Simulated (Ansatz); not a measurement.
System: fcc Ni. Method: PBEsol (Ansatz, a first-principles code, PAW).

Settings: plane-wave cutoff 520 eV, 26×26×26 k mesh, Fermi–Dirac smearing 0.05 eV, spin-polarised with parallel moments, scalar-relativistic PAW data made under PBE.

Results at a series of volumes:

| V (Å³/atom) | E − E_lowest (meV/atom) | P (GPa) |
|---|---|---|
| 9.758 | 30.25 | 16.52 |
| 9.965 | 12.92 | 10.35 |
| 10.173 | 3.11 | 4.88 |
| 10.381 | 0.00 | 0.02 |
| 10.588 | 2.82 | -4.30 |
| 10.796 | 10.93 | -8.14 |
| 11.003 | 23.73 | -11.55 |

### Question
Estimate the bulk modulus from the pressures at 10.173 and 10.588 Å³/atom, and compare it with a fit to all energies.

### Answer
B = −V dP/dV. Between V = 10.173 and 10.588 Å³/atom, dP/dV = (-4.30 − (4.88))/(10.588 − 10.173) = -22.1 GPa per Å³/atom; at the midpoint 10.380 Å³/atom this gives B ≈ 230 GPa. The third-order Birch–Murnaghan fit gives V0 = 10.382 Å³/atom, B0 = 229 GPa, B′ = 4.9, which lies within 1 % of that estimate.

Measured, for comparison: bulk modulus 192 GPa (0 K value with the zero-point phonon effect removed, our sources range from 186 to 195; as tabulated in Mejia-Rodriguez and Trickey (2018), arXiv:1807.09216); equilibrium volume per atom 10.79 Å³/atom (static lattice: zero-point anharmonic expansion removed; as tabulated in Mejia-Rodriguez and Trickey (2018), arXiv:1807.09216). Computed (rounded) less measured: bulk modulus +19 % (+17 % to +23 % over the range), equilibrium volume per atom -3.8 %.

The computed numbers hold no vibrational or temperature effects.
